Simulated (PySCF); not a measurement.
Identify the compound

Molecular formula: C3H3F. Simulated spectra:

$^{1}$H NMR (300 MHz, computed): δ 5.32 (dd, J = 53.2, 3.5 Hz, 2H), 2.19 (dt, J = 6.5, 3.5 Hz, 1H).

$^{13}$C{$^{1}$H} NMR (computed): δ 86.4 (CH, d, J = 10.7 Hz), 83.1 (C, d, J = 16.9 Hz), 73.4 (CH2, d, J = 227.2 Hz).

Theoretical values (PySCF): B3LYP/pcJ-1 coupling constants, GIAO PBE0/pcSseg-1 shieldings, geometry: GFN2-xTB. Equivalent nuclei averaged, gas phase, relativity neglected, one computed conformer.

Scale: $^{1}$H (σ = 31.72 ppm), $^{13}$C (σ = 186.93 ppm) vs TMS (reference shieldings calculated alike).

Task: What is the structure?

Result: 
1. Rings plus π bonds: 2 (no ring in the answer).
2. 3 carbon signals for 3 carbons: no two carbons are equivalent.
3. Carbon types of the structure: 1 × C, 1 × CH, 1 × CH2, which accounts for all hydrogens.
4. δC 86.4: terminal alkyne carbon; sp carbons lie upfield of alkene carbons because the cylindrical π system leaves one tensor component strongly shielded.
5. δC 83.1: alkyne carbon; sp carbons lie upfield of alkene carbons because the cylindrical π system leaves one tensor component strongly shielded.
6. δC 73.4: propargylic sp3 CH2 bonded to F; pulled downfield by the heteroatom.
7. δH 5.32: hydrogen on a propargylic sp3 CH2 bonded to F; its carbon carries F, hence the downfield position.
8. δH 2.19: hydrogen on a terminal alkyne carbon; it lies on the axis of the triple bond, in its shielding cone.

Structure: `C#CCF`.

Common functionals overestimate the size of one-bond C–F couplings by tens of Hz; these are unscaled. Multiplet labels drop couplings under 1 Hz and merge nearly equal ones. Shifts are as computed. Against solution values, carbons near 30 ppm lie about +3 ppm off and those near 130 ppm about +5 ppm. Of 1211 compounds with measured shifts, 218 miss one by over three times the rms of a fit or turn the order of signals round; such compounds aren't used in these exercises.
